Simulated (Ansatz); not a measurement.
# Ge–PH₂⁺, triplet: the ladder up to UCCSDT(Q)

Geometry: that of the Ge–PH2, quartet, kept fixed.

| atom | x (Å) | y (Å) | z (Å) |
| --- | --- | --- | --- |
| Ge | 0.0000 | 0.0000 | 0.8205 |
| P | 0.0000 | 0.0000 | -1.7495 |
| H | 0.0000 | 1.0658 | -2.6836 |
| H | 0.0000 | -1.0658 | -2.6836 |

Basis cc-pVTZ; Ansatz 0.2.0. Correlated methods freeze the noble-gas cores and the filled d shells of p-block atoms, which leaves 10 electrons in 86 orbitals. R marks a restricted (for open shells ROHF) determinant, U an unrestricted one. Active spaces: valence = (10e, 10o) chosen from the atoms' valence shells. No spin–orbit coupling is included, and no scalar relativity.

Full CI isn't at hand for all of this; UCCSDT(Q) serves as the reference, and is uncertain by about the last step of the cluster series. The frozen core follows each run's orbitals, which can shift R against U totals by a few meV for light atoms and by up to 0.1 eV past Ca.

* UHF ⟨S²⟩: 2.044
* T1 diagnostic (RCCSD): 0.0215
* largest doubles amplitude (RCCSD): 0.064
* T1 diagnostic (UCCSD): 0.0214

Q: From what is known of these methods and the diagnostics, rank them by the size of their error in total energy against UCCSDT(Q) in cc-pVTZ, smallest first (an estimate: the text doesn't fix the numbers).
A. UHF
B. UMP2
C. UCCSDT
D. UCCSD
E. UCCSD(T)

A: C (1.1 kJ/mol), E (5.2 kJ/mol), D (28.0 kJ/mol), B (129.8 kJ/mol), A (614.8 kJ/mol).

All errors are against UCCSDT(Q) in cc-pVTZ. Within each family the higher level lies nearer, as is usual though not guaranteed.

Natural occupations of CASSCF (valence space) about the gap: 1.985 1.976 1.971 1.936 0.999 0.999 0.043 0.042 0.028 0.021; effectively unpaired electrons, Σ n²(2−n)², 2.04.
